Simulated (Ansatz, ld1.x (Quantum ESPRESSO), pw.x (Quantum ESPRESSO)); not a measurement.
Pt: does the TM potential hold in the solid?

```
Element                 : platinum
Generator               : ld1.x (Quantum ESPRESSO) 7.5
Type                    : norm-conserving Troullier–Martins (Kleinman–Bylander form)
Functional              : PBEsol
Relativity              : scalar-relativistic
Frozen core             : [Xe] 4f14
Valence charge          : 10
Reference configuration : 5d7 6s0 6p0 (charge +3)
Partial waves           : 6s (bound, empty): rc 2.20 bohr; 5d (bound): rc 1.75 bohr; 6p (bound, empty): rc 2.65 bohr
Local potential         : the p channel
Core correction         : Bessel-smoothed model core inside 1.10 bohr
```

Crystal test: bcc Pt in pw.x 7.5, no spin, 15³ k-points, Fermi–Dirac smearing 0.01 Ry, cutoffs 60/240 Ry. The reference is all-electron LAPW (Ansatz 0.2.0) with the same functional, mesh and smearing; V0 and B0 come from Birch–Murnaghan fits to the pressures at five volumes. Errors are pseudo minus all-electron; Δ is the rms difference of the E(V) curves that follow from these fits, minima aligned, over ±6 % about the mean V0. Mesh and smearing are coarse, so the numbers serve the comparison and aren't converged zero-temperature values; the lattice is a test structure that the element need not adopt.

All-electron: a0 = 3.122 Å (V0 = 15.22 Å³/atom), B0 = 273.8 GPa.

Q: How far does the potential miss the all-electron equation of state?

A: mean pressure error (GPa): +24.15. The pressure does not cross zero within the volumes sampled, so no fit is given. This is a poor potential for the solid.

```json
{"V (Å³/atom)": "14.538", "P all-electron (GPa)": "14.14", "P pseudo (GPa)": "44.52"}
{"V (Å³/atom)": "14.920", "P all-electron (GPa)": "5.68", "P pseudo (GPa)": "32.54"}
{"V (Å³/atom)": "15.303", "P all-electron (GPa)": "-1.52", "P pseudo (GPa)": "22.25"}
{"V (Å³/atom)": "15.686", "P all-electron (GPa)": "-7.65", "P pseudo (GPa)": "13.41"}
{"V (Å³/atom)": "16.068", "P all-electron (GPa)": "-12.86", "P pseudo (GPa)": "5.83"}
```

Q: At the middle volume, how do free energy and pressure move when the wave cutoff is lowered (ecutrho kept at four times it)?

A:

```json
{"cutoff (Ry)": "27", "shift of F (meV/atom)": "+5033.6", "shift of P (GPa)": "-221.06"}
{"cutoff (Ry)": "36", "shift of F (meV/atom)": "+486.1", "shift of P (GPa)": "-35.14"}
{"cutoff (Ry)": "48", "shift of F (meV/atom)": "+5.0", "shift of P (GPa)": "-0.64"}
```

The run at the middle volume (120 k-points, 8 iterations) took about 13 s on one core of a shared host (Intel(R) Xeon(R) Platinum 8259CL CPU @ 2.50GHz, 96 threads, 755 GiB, load 66).
